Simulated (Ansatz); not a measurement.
**CH2BF (SMILES C=BF): one structure at several levels**

An exercise on one series of results from a longer session: the logs are not shown, and one member is left open.

Program: Ansatz 0.2.0, Gaussian basis. Level of theory: single points in def2-TZVPP. These are calculated values, not measurements.

Cores are frozen in the correlated methods. B3LYP uses VWN-RPA correlation.

### The starting structure

SMILES `C=BF`, 5 atoms, charge 0, spin multiplicity 1.

Atoms are counted from 1 here; the program's logs count them from 0.

Bond lengths: C1–B2 1.509 Å, C1–H4 1.196 Å, C1–H5 1.057 Å, B2–F3 1.317 Å. Angles: B2–C1–H4 96.6°, B2–C1–H5 148.6°, H4–C1–H5 109.9°, C1–B2–F3 152.2°.

Coordinates:

```xyz
5

C    -0.1504    0.4433   -0.4585
B     0.4522   -0.4655    0.5840
F     1.3754   -1.3052    1.0039
H    -0.8233    1.0864    0.2926
H    -0.4913    0.5767   -1.4497
```

Set-up of the first run:

run/in.yaml

```yaml
crystal:
  periodic: [false, false, false]
  atoms:
    - {symbol: C, position_ang: [-0.150400, 0.443300, -0.458500]}
    - {symbol: B, position_ang: [0.452200, -0.465500, 0.584000]}
    - {symbol: F, position_ang: [1.375400, -1.305200, 1.003900]}
    - {symbol: H, position_ang: [-0.823300, 1.086400, 0.292600]}
    - {symbol: H, position_ang: [-0.491300, 0.576700, -1.449700]}
basis:
  gaussian: {orbitals: def2-TZVPP}
correlation: {method: ccsd_t}
output: {forces: true}
```

The command line of these runs was not kept.

Steps of the session up to this table: CCSD(T)/def2-TZVPP; PBE0-D4/def2-TZVPP; wB97M-V/def2-TZVPP; r2SCAN-D4/def2-TZVPP; PBE-D4/def2-TZVPP; LC-wPBE/def2-TZVPP; B3LYP-D4/def2-TZVPP.

One of the session's tables, all rows but one given; the rest of the session is left out.

```
   method  RMS force component (eV/Å)  angle to CCSD(T) forces (°)  dipole (D)
  CCSD(T)                       2.334                    reference        0.94
  PBE0-D4                       2.500                          4.1        1.05
  wB97M-V                           ?                            ?           ?
r2SCAN-D4                       2.455                          3.5        1.02
   PBE-D4                       2.354                          5.0        0.96
  LC-wPBE                       2.639                          5.4        1.17
 B3LYP-D4                       2.473                          3.2        1.02
```

Estimate the missing values for wB97M-V.

The run gave: RMS force component (eV/Å): 2.509; angle to CCSD(T) forces (°): 4.2; dipole (D): 1.10. In the column «RMS force component (eV/Å)» it lies between PBE0-D4 (2.500) and LC-wPBE (2.639).
